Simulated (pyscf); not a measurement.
water (H₂O) + [O=Si–F]• → HO–Si•(OH)–F, an addition across a multiple bond or ene-type step (doublet surface; H–O broken, O–Si, H–O formed). PySCF, gas phase, ωB97X-D3(BJ)/def2-SVP geometries. Correlated levels are frozen-core, on RHF or UHF. ΔMP2 is the change of the MP2 total energy from the triple- to the quadruple-zeta basis. Energies in kcal/mol from the separated reactants.

Small-basis levels: PySCF, no dispersion term, spherical d functions. AM1 to PM7: differences of heats of formation from MOPAC, which are fitted to 298 K values and so differ in kind from electronic energies by zero-point and thermal terms. GFN2-xTB: tblite. Open shells are spin-unrestricted. 

```csv
level,barrier,reaction energy
HF/STO-3G,-5.3,-65.9
HF/3-21G,-24.9,-82.7
HF/6-31G*,-8.4,-70.5
B3LYP/3-21G,-32.5,-68.5
B3LYP/6-31G*,-14.2,-58.6
B3LYP/6-311+G**,-6.5,-55.0
GFN2-xTB,7.9,-39.0
PM3,-2.5,-68.2
PM7,-0.1,-57.0
CCSD(T)/def2-TZVPP + ΔMP2(QZVPP),-10.9,-62.0
```

Against the last row the barrier runs from -21.6 (B3LYP/3-21G) to +18.8 kcal/mol (GFN2-xTB); HF/6-31G* happens to lie closest here (2.4 kcal/mol apart). CCSD(T)/def2-TZVPP + ΔMP2(QZVPP) has limits of its own. On the reactant side the descent ends in an adduct with a O–Si contact, 20.2 kcal/mol under the separated species and 5.5 kcal/mol under the saddle at ωB97X-D3(BJ)/def2-TZVP. At CCSD(T) the saddle lies under the separated reactants, which points to a path from their complex (located at ωB97X-D3(BJ) alone). What is counted as formed (O–Si) is already present as a longer contact in the reactant adduct; forming that adduct is a step of its own. At ωB97X-D3(BJ)/def2-TZVP the barrier from the zero used here is -14.8 kcal/mol. One saddle was located; it need not be the lowest between these sides. The CCSD(T) − MP2 part came from Ansatz, without density fitting, on the same reference.
